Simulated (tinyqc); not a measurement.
CCD on RHF in the sto-3g basis, frozen core, for LiH, spin multiplicity 1, step by step. Computed by tinyqc, a small Python program that keeps every step (integrals from PySCF). Settings: charge = 0, multiplicity = 1, basis = sto-3g, method = RHF, frozen orbitals = 1, energy threshold = 1e-10, iteration cap = 86, orthogonalisation = canonical, start = core, DIIS depth = 6, amplitude equations = CCD, DIIS depth for amplitudes = 6, cap on updates = 59. Command: `OMP_NUM_THREADS=1 python tinyqc.py 24409 24410 out.jsonl` (the two numbers bound the seeds that draw the settings). One thread of a shared host (Intel(R) Xeon(R) Processor @ 2.60GHz), about 0.1 s of CPU time with the checks. The early iterations of the SCF are left out here.

## One-electron integrals

Geometry (angstrom):
```
atom         x         y         z
Li    0.000000  0.000000  0.000000
H     0.000000  0.000000  1.966000
```

Basis sto-3g: exponents (1/bohr^2) and contraction coefficients of normalised primitives:
```
element  l (shell)   exponent  coefficient
Li           s (1)  16.119575     0.154329
Li           s (1)   2.936201     0.535328
Li           s (1)   0.794651     0.444635
Li           s (2)   0.636290    -0.099967
Li           s (2)   0.147860     0.399513
Li           s (2)   0.048089     0.700115
Li           p (3)   0.636290     0.155916
Li           p (3)   0.147860     0.607684
Li           p (3)   0.048089     0.391957
H            s (1)   3.425251     0.154329
H            s (1)   0.623914     0.535328
H            s (1)   0.168855     0.444635
```

Overlap, kinetic and nuclear-attraction integrals over the contracted functions; the nuclear repulsion is the sum of Za Zb / Rab.

nuclear repulsion = 0.80749320 hartree

overlap S:
```
           1Li 1s    1Li 2s   1Li 2px   1Li 2py   1Li 2pz     2H 1s
1Li 1s   1.000000  0.241137  0.000000  0.000000  0.000000  0.029881
1Li 2s   0.241137  1.000000  0.000000  0.000000  0.000000  0.306498
1Li 2px  0.000000  0.000000  1.000000  0.000000  0.000000  0.000000
1Li 2py  0.000000  0.000000  0.000000  1.000000  0.000000  0.000000
1Li 2pz  0.000000  0.000000  0.000000  0.000000  1.000000  0.430330
2H 1s    0.029881  0.306498  0.000000  0.000000  0.430330  1.000000
```

kinetic energy T (hartree):
```
            1Li 1s     1Li 2s   1Li 2px   1Li 2py   1Li 2pz      2H 1s
1Li 1s    3.576786  -0.020237  0.000000  0.000000  0.000000  -0.009624
1Li 2s   -0.020237   0.102163  0.000000  0.000000  0.000000   0.021083
1Li 2px   0.000000   0.000000  0.319682  0.000000  0.000000   0.000000
1Li 2py   0.000000   0.000000  0.000000  0.319682  0.000000   0.000000
1Li 2pz   0.000000   0.000000  0.000000  0.000000  0.319682   0.076981
2H 1s    -0.009624   0.021083  0.000000  0.000000  0.076981   0.760032
```

nuclear attraction V (hartree):
```
            1Li 1s     1Li 2s    1Li 2px    1Li 2py    1Li 2pz      2H 1s
1Li 1s   -8.252046  -1.029249   0.000000   0.000000  -0.010667  -0.124229
1Li 2s   -1.029249  -1.459877   0.000000   0.000000  -0.100940  -0.511832
1Li 2px   0.000000   0.000000  -1.423985   0.000000   0.000000   0.000000
1Li 2py   0.000000   0.000000   0.000000  -1.423985   0.000000   0.000000
1Li 2pz  -0.010667  -0.100940   0.000000   0.000000  -1.502910  -0.726771
2H 1s    -0.124229  -0.511832   0.000000   0.000000  -0.726771  -2.033745
```

core Hamiltonian H = T + V (hartree):
```
            1Li 1s     1Li 2s    1Li 2px    1Li 2py    1Li 2pz      2H 1s
1Li 1s   -4.675259  -1.049486   0.000000   0.000000  -0.010667  -0.133853
1Li 2s   -1.049486  -1.357713   0.000000   0.000000  -0.100940  -0.490749
1Li 2px   0.000000   0.000000  -1.104303   0.000000   0.000000   0.000000
1Li 2py   0.000000   0.000000   0.000000  -1.104303   0.000000   0.000000
1Li 2pz  -0.010667  -0.100940   0.000000   0.000000  -1.183228  -0.649790
2H 1s    -0.133853  -0.490749   0.000000   0.000000  -0.649790  -1.273713
```

## Two-electron integrals

Functions are numbered as in S; the eight-fold symmetry (ij|kl) = (ji|kl) = (kl|ij) leaves the list below.

Two-electron integrals (ij|kl) in chemists' order, unique and non-zero (hartree):
```
(11|11) 1.680395   (21|11) 0.265420   (21|21) 0.049941   (22|11) 0.397727
(22|21) 0.092860   (22|22) 0.290562   (31|31) 0.008981   (32|31) 0.013788
(32|32) 0.064184   (33|11) 0.396640   (33|21) 0.092880   (33|22) 0.290497
(33|33) 0.312946   (41|41) 0.008981   (42|41) 0.013788   (42|42) 0.064184
(43|43) 0.016869   (44|11) 0.396640   (44|21) 0.092880   (44|22) 0.290497
(44|33) 0.279207   (44|44) 0.312946   (51|51) 0.008981   (52|51) 0.013788
(52|52) 0.064184   (53|53) 0.016869   (54|54) 0.016869   (55|11) 0.396640
(55|21) 0.092880   (55|22) 0.290497   (55|33) 0.279207   (55|44) 0.279207
(55|55) 0.312946   (61|11) 0.031603   (61|21) 0.005994   (61|22) 0.011416
(61|33) 0.011282   (61|44) 0.011282   (61|51) 0.000744   (61|52) 0.001450
(61|55) 0.011688   (61|61) 0.000792   (62|11) 0.100713   (62|21) 0.023925
(62|22) 0.082699   (62|33) 0.078056   (62|44) 0.078056   (62|51) 0.003778
(62|52) 0.025645   (62|55) 0.091908   (62|61) 0.003465   (62|62) 0.043307
(63|31) 0.001612   (63|32) 0.008226   (63|53) 0.003634   (63|63) 0.002582
(64|41) 0.001612   (64|42) 0.008226   (64|54) 0.003634   (64|64) 0.002582
(65|11) 0.133062   (65|21) 0.031857   (65|22) 0.113598   (65|33) 0.105780
(65|44) 0.105780   (65|51) 0.005819   (65|52) 0.039472   (65|55) 0.129124
(65|61) 0.004743   (65|62) 0.064314   (65|65) 0.096333   (66|11) 0.268970
(66|21) 0.064785   (66|22) 0.247525   (66|33) 0.226068   (66|44) 0.226068
(66|51) 0.010506   (66|52) 0.091852   (66|55) 0.290325   (66|61) 0.009587
(66|62) 0.167185   (66|65) 0.256160   (66|66) 0.774606
```

## Orthogonalisation

S = U s U^T; canonical form X = U s^(-1/2), so that X^T S X = 1. Each column of U has its largest component positive (the first on a tie).

eigenvalues of S: 0.458432  0.802793  1.000000  1.000000  1.180642  1.558133

X:
```
                 1          2          3         4          5         6
1Li 1s    0.247404   0.774890   0.000000  0.000000   0.605075  0.192349
1Li 2s   -0.680531  -0.606536   0.000000  0.000000   0.477401  0.378542
1Li 2px   0.000000   0.000000  -0.393055  0.919515   0.000000  0.000000
1Li 2py   0.000000   0.000000   0.919515  0.393055   0.000000  0.000000
1Li 2pz  -0.800818   0.478729   0.000000  0.000000  -0.463758  0.414804
2H 1s     1.007823  -0.219386   0.000000  0.000000  -0.194674  0.537995
```

Within a degenerate level the vectors are fixed only up to a rotation; this is one choice.

## Iteration 7 (converged): orbitals

converged F (hartree):
```
            1Li 1s     1Li 2s   1Li 2px   1Li 2py    1Li 2pz      2H 1s
1Li 1s   -2.357522  -0.641493  0.000000  0.000000   0.014483  -0.082333
1Li 2s   -0.641493  -0.214205  0.000000  0.000000  -0.076529  -0.218793
1Li 2px   0.000000   0.000000  0.162398  0.000000   0.000000   0.000000
1Li 2py   0.000000   0.000000  0.000000  0.162398   0.000000   0.000000
1Li 2pz   0.014483  -0.076529  0.000000  0.000000   0.038056  -0.208497
2H 1s    -0.082333  -0.218793  0.000000  0.000000  -0.208497  -0.096917
```

Diagonalise F' = X^T F X, C = X C', fill 2 alpha and 2 beta electrons from the bottom; D = 2 C_occ C_occ^T. Each column has its largest component positive (the first on a tie).

F' = X^T F X (hartree):
```
           1          2         3         4          5          6
1   0.404933  -0.214484  0.000000  0.000000  -0.180922  -0.081866
2  -0.214484  -0.818578  0.000000  0.000000  -1.079185  -0.361172
3   0.000000   0.000000  0.162398  0.000000   0.000000   0.000000
4   0.000000   0.000000  0.000000  0.162398   0.000000   0.000000
5  -0.180922  -1.079185  0.000000  0.000000  -1.229866  -0.510412
6  -0.081866  -0.361172  0.000000  0.000000  -0.510412  -0.453775
```

orbital energies (hartree): MO1 -2.360025, MO2 -0.253080, MO3 0.073779, MO4 0.162398, MO5 0.162398, MO6 0.442040

coefficients C:
```
               MO1        MO2        MO3       MO4        MO5        MO6
1Li 1s    0.991425  -0.152040  -0.213852  0.000000   0.000000   0.114033
1Li 2s    0.033424   0.485050   0.798262  0.000000   0.000000  -0.573238
1Li 2px   0.000000   0.000000   0.000000  0.986762  -0.162172   0.000000
1Li 2py   0.000000   0.000000   0.000000  0.162172   0.986762   0.000000
1Li 2pz  -0.004722   0.332813  -0.600474  0.000000   0.000000  -0.886717
2H 1s    -0.000593   0.578092  -0.177888  0.000000   0.000000   1.012590
```

D after iteration 7:
```
            1Li 1s     1Li 2s   1Li 2px   1Li 2py    1Li 2pz      2H 1s
1Li 1s    2.012080  -0.081219  0.000000  0.000000  -0.110564  -0.176962
1Li 2s   -0.081219   0.472781  0.000000  0.000000   0.322546   0.560768
1Li 2px   0.000000   0.000000  0.000000  0.000000   0.000000   0.000000
1Li 2py   0.000000   0.000000  0.000000  0.000000   0.000000   0.000000
1Li 2pz  -0.110564   0.322546  0.000000  0.000000   0.221573   0.384799
2H 1s    -0.176962   0.560768  0.000000  0.000000   0.384799   0.668382
```

Within a degenerate level the vectors are fixed only up to a rotation; this is one choice.

## Convergence

Stop when the energy changes by less than 1e-10 hartree and every element of the error matrix X^T (F D S - S D F) X is below 3e-06.

Course of the cycle:
```
iteration  E (hartree)     change  largest element of the error matrix
1          -7.81906584          -                             1.72e-01
2          -7.83337621  -1.43e-02                             1.83e-02
3          -7.83427399  -8.98e-04                             6.06e-03
4          -7.83448109  -2.07e-04                             1.56e-03
5          -7.83449664  -1.55e-05                             3.16e-05
6          -7.83449664  -1.57e-09                             3.00e-06
7          -7.83449664  -1.21e-11                             6.28e-07
```

PySCF RHF in the same basis = -7.83449664 hartree

Converged in 7 iterations.

## Integrals over molecular orbitals

(pq|rs) = sum C_ip C_jq C_kr C_ls (ij|kl), one index at a time.

one-electron integrals over orbitals h = C^T H C (hartree):
```
           1          2          3          4          5          6
1  -4.666217   0.097074   0.163158   0.000000   0.000000  -0.050570
2   0.097074  -1.362668   0.021174   0.000000   0.000000   0.020949
3   0.163158   0.021174  -1.103202   0.000000   0.000000   0.023516
4   0.000000   0.000000   0.000000  -1.104303   0.000000   0.000000
5   0.000000   0.000000   0.000000   0.000000  -1.104303   0.000000
6  -0.050570   0.020949   0.023516   0.000000   0.000000  -1.000845
```

Two-electron integrals over orbitals (pq|rs), unique and non-zero (hartree); the lowest 1 orbital is frozen and left out:
```
(22|22) 0.462517    (32|22) -0.055579   (32|32) 0.018010    (33|22) 0.215366
(33|32) 0.012309    (33|33) 0.332347    (42|42) 0.021735    (43|42) 0.019858
(43|43) 0.041330    (44|22) 0.252787    (44|32) 0.010636    (44|33) 0.280655
(44|44) 0.312946    (52|52) 0.021735    (53|52) 0.019858    (53|53) 0.041330
(54|54) 0.016869    (55|22) 0.252787    (55|32) 0.010636    (55|33) 0.280655
(55|44) 0.279207    (55|55) 0.312946    (62|22) 0.112358    (62|32) -0.040486
(62|33) -0.018194   (62|44) -0.031577   (62|55) -0.031577   (62|62) 0.128603
(63|22) -0.054955   (63|32) 0.014239    (63|33) 0.036277    (63|44) 0.005931
(63|55) 0.005931    (63|62) -0.036474   (63|63) 0.028835    (64|42) -0.018970
(64|43) -0.012657   (64|64) 0.019613    (65|52) -0.018970   (65|53) -0.012657
(65|65) 0.019613    (66|22) 0.434556    (66|32) -0.047504   (66|33) 0.239116
(66|44) 0.261833    (66|55) 0.261833    (66|62) 0.109811    (66|63) -0.045767
(66|66) 0.432644
```

## CCD: starting amplitudes

t_ij^ab = <ij||ab> / (e_i + e_j - e_a - e_b), whose energy is MP2.

Starting amplitudes (spin orbitals 1a, 1b, ...; amplitudes related by a flip of all spins are not repeated):
```
from      to          t
2a 2b  6a 6b  -0.092504
2a 2b  3a 6b   0.039615
2a 2b  3a 3b  -0.027549
2a 2b  4a 4b  -0.026156
2a 2b  5a 5b  -0.026156
```

correlation energy = -0.01673702 hartree

## CCD: amplitude update 1

t_ij^ab D_ij^ab are set to the remaining terms of the spin-orbital equations, evaluated with the old amplitudes; for the doubles these are <ij||ab> + 1/2 <ab||ef> t_ij^ef + 1/2 <mn||ij> t_mn^ab + P(ij)P(ab) <mb||ej> t_im^ae + terms in t^2, D the orbital-energy denominators.

Amplitudes after update 1 (spin orbitals 1a, 1b, ...; amplitudes related by a flip of all spins are not repeated):
```
from      to          t
2a 2b  6a 6b  -0.130411
2a 2b  3a 6b   0.059697
2a 2b  3a 3b  -0.033556
2a 2b  4a 4b  -0.026388
2a 2b  5a 5b  -0.026388
```

correlation energy = -0.02335628 hartree

## CCD: amplitude update 2

As before.

Amplitudes after update 2 (spin orbitals 1a, 1b, ...; amplitudes related by a flip of all spins are not repeated):
```
from      to          t
2a 2b  6a 6b  -0.145860
2a 2b  3a 6b   0.068781
2a 2b  3a 3b  -0.038137
2a 2b  4a 4b  -0.024417
2a 2b  5a 5b  -0.024417
```

correlation energy = -0.02607551 hartree

## CCD: convergence

E_corr = 1/4 sum <ij||ab> t_ij^ab; stop when the norm of the change is below 1e-8.

Course of the amplitude iterations:
```
update  correlation energy (hartree)  norm of the change
0                        -0.01673702                   -
1                        -0.02335628            9.55e-02
2                        -0.02607551            4.16e-02
3                        -0.02807739            1.83e-02
4                        -0.02804183            1.24e-03
5                        -0.02804807            2.13e-04
6                        -0.02804605            1.95e-05
7                        -0.02804601            7.16e-07
8                        -0.02804597            3.47e-07
9                        -0.02804597            4.01e-09
```

Converged amplitudes (spin orbitals 1a, 1b, ...; amplitudes related by a flip of all spins are not repeated):
```
from      to          t
2a 2b  6a 6b  -0.156339
2a 2b  3a 6b   0.076784
2a 2b  3a 3b  -0.042885
2a 2b  4a 4b  -0.021871
2a 2b  5a 5b  -0.021871
```

CCD total energy = -7.86254261 hartree

Converged in 9 updates, with DIIS from the third.
